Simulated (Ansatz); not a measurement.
We consider anatase TiO2 (metastable phase), described by BLYP (plane waves, PAW; Ansatz, a program for electronic structure).

Settings: plane-wave cutoff 520 eV, 12×12×12 k mesh, Fermi–Dirac smearing 0.01 eV, no spin polarisation, scalar-relativistic PAW data made under PBE.

A third-order Birch–Murnaghan fit to the energies gives V0 = 11.963 Å³/atom, B0 = 168 GPa, B′ = 2.9.

```
V (Å³/atom)     P (GPa)
-----------  ----------
11.483       (withheld)
11.723       (withheld)
11.962             0.01
12.201       (withheld)
12.440       (withheld)
```

Estimate the withheld pressures from this fit; the answers are the runs' own values.


- 11.483, P (GPa): 7.29
- 11.723, P (GPa): 3.52
- 12.201, P (GPa): -3.23
- 12.440, P (GPa): -6.21

The formula P = (3/2) B0 (x^(7/3) − x^(5/3)) [1 + (3/4)(B′ − 4)(x^(2/3) − 1)] with x = V0/V meets the computed pressures within 0.02 GPa when these rounded values are put in.

Shape and atoms are relaxed at each volume.

Note: the bulk modulus comes from volumes at which shape and atoms were relaxed.

Static lattice: no zero-point or thermal effects.
